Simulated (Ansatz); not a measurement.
# C3H2S: one structure at several levels

One table from this session's results is given with a row withheld; the runs are named, their logs left out.

The runs use Ansatz 0.2.0, Gaussian basis; single points in def2-TZVPP.

Cores are frozen in the correlated methods.

## Where the work starts

6 atoms, charge 0, spin multiplicity 1.

Atoms are counted from 1 here; the program's logs count them from 0.

Bond lengths: C1–C2 1.382 Å, C1–C4 1.379 Å, C2–S3 1.941 Å, C2–H5 1.064 Å, S3–C4 1.954 Å, C4–H6 1.085 Å. Angles: C2–C1–C4 133.6°, C1–C2–S3 72.7°, C1–C2–H5 135.9°, S3–C2–H5 126.4°, C2–S3–C4 81.3°, C1–C4–S3 72.3°, C1–C4–H6 138.8°, S3–C4–H6 124.4°.

Coordinates:

```xyz
6
C3H2S
C     0.57440    0.31800    0.18590
C     0.69880   -0.37420   -1.00410
S    -1.11690   -0.63710   -0.37110
C    -0.46710    0.51420    1.06770
H     1.34860   -1.12450   -1.38640
H    -1.02980    1.33630    1.49730
```

Set-up of the first run:

run/in.yaml reads:

```yaml
crystal:
  periodic: [false, false, false]
  atoms:
    - {symbol: C, position_ang: [0.574400, 0.318000, 0.185900]}
    - {symbol: C, position_ang: [0.698800, -0.374200, -1.004100]}
    - {symbol: S, position_ang: [-1.116900, -0.637100, -0.371100]}
    - {symbol: C, position_ang: [-0.467100, 0.514200, 1.067700]}
    - {symbol: H, position_ang: [1.348600, -1.124500, -1.386400]}
    - {symbol: H, position_ang: [-1.029800, 1.336300, 1.497300]}
basis:
  gaussian: {orbitals: def2-TZVPP}
correlation: {method: ccsd_t}
output: {forces: true}
```

No record of the launch command was kept for these runs.

Steps of the session up to this table: CCSD(T)/def2-TZVPP; PBE0-D4/def2-TZVPP; wB97M-V/def2-TZVPP; r2SCAN-D4/def2-TZVPP; PBE-D4/def2-TZVPP; B97M-V/def2-TZVPP; wB97X-V/def2-TZVPP.

One of the session's tables, all rows but one given; the rest of the session is left out.

```
   method  RMS force component (eV/Å)  angle to CCSD(T) forces (°)  dipole (D)
  CCSD(T)                       1.054                    reference        0.15
  PBE0-D4                       1.407                          7.0        0.25
  wB97M-V                           ?                            ?           ?
r2SCAN-D4                       1.262                          4.8        0.25
   PBE-D4                       1.158                          4.9        0.16
   B97M-V                       1.328                          7.5        0.30
  wB97X-V                       1.428                          7.4        0.30
```

Q: Estimate the row for wB97M-V from the others.

As computed: RMS force component (eV/Å): 1.376; angle to CCSD(T) forces (°): 7.7; dipole (D): 0.22. In the column «RMS force component (eV/Å)» it lies between B97M-V (1.328) and PBE0-D4 (1.407).
